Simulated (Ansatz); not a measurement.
The input, for Ansatz 0.2.0:

```yaml
crystal:
  periodic: [false, false, false]
  atoms:
    - {symbol: N, position_ang: [-0.088694, 0.000000, 0.644562]}
    - {symbol: C, position_ang: [0.084787, 0.000000, -0.730476]}
    - {symbol: H, position_ang: [0.221344, -0.832606, 1.120582]}
    - {symbol: H, position_ang: [0.221343, 0.832606, 1.120582]}
    - {symbol: H, position_ang: [-0.110242, -0.930197, -1.246908]}
    - {symbol: H, position_ang: [-0.110243, 0.930197, -1.246908]}
basis:
  gaussian: {orbitals: "6-31G*"}
total_charge: 1
magnetization: {spin_polarized: false, initial_magnetization: 2}
hamiltonian: {xc: {name: PBE0}}
correlation: {method: bccd_t, electrons: valence, diis_vectors: 2}
```

```sh
$ ansatz run in.yaml --threads 1 --pin off --events-out ev --progress --plain --max-ram 2393MiB
```

The program prints:

```
411 factors; integrals over basis functions are off by at most 1.0e-3 eV
mean field evaluation 1: about -2565.1841 eV, gradient 6.3e1 eV
mean field evaluation 2: about -2565.1806 eV, gradient 6.3e1 eV
mean field evaluation 4: about -2575.7701 eV, gradient 1.1e1 eV
mean field evaluation 8: about -2576.1082 eV, gradient 1.2e-1 eV
mean field evaluation 16: about -2576.1082 eV, gradient 9.8e-6 eV
mean field evaluation 32: about -2563.5628 eV, gradient 3.4e1 eV
mean field -2576.10824010 eV, -94.6702316746 hartree, gradient 1.0e-6 eV, S^2 2.000000; 3 other end points of the search recorded, 0 dependent functions left out
mean field evaluation 64: about -2563.9967 eV, gradient 8.2e0 eV
2 core orbitals not correlated: weight in the atoms' cores, before any rotation towards them, 1.000 or more for the frozen orbitals, at most 0.000 for the correlated occupied ones
reference -2564.14232139 eV, -94.2304922731 hartree; 7, 5 occupied and 29, 31 virtual orbitals, 411 factors
second order -6.26453627 eV of doubles, -0.21102723 eV of singles
cycle   1  -7.06434767 eV  change   -5.9e-1 eV  update   4.8e-2
cycle   2  -7.25585701 eV  change   -1.9e-1 eV  update   1.8e-2
cycle   3  -7.28862150 eV  change   -3.3e-2 eV  update   6.9e-3
cycle   4  -7.29281492 eV  change   -4.2e-3 eV  update   3.0e-3
cycle   5  -7.29197777 eV  change    8.4e-4 eV  update   1.4e-3
cycle   6  -7.29180928 eV  change    1.7e-4 eV  update   4.9e-4
cycle   7  -7.29146816 eV  change    3.4e-4 eV  update   2.0e-4
cycle   8  -7.29143347 eV  change    3.5e-5 eV  update   8.9e-5
cycle   9  -7.29139112 eV  change    4.2e-5 eV  update   4.3e-5
cycle  10  -7.29138549 eV  change    5.6e-6 eV  update   2.3e-5
cycle  11  -7.29137137 eV  change    1.4e-5 eV  update   1.2e-5
cycle  12  -7.29136682 eV  change    4.5e-6 eV  update   6.3e-6
perturbative correction -0.12603910 eV, -0.0046318517 hartree
Total energy: -2571.55972732 eV, -94.5030769131 hartree
```

Ran on 1 thread of Arm Neoverse V1, shared host: 3 s wall, 0.12 GiB peak host memory.
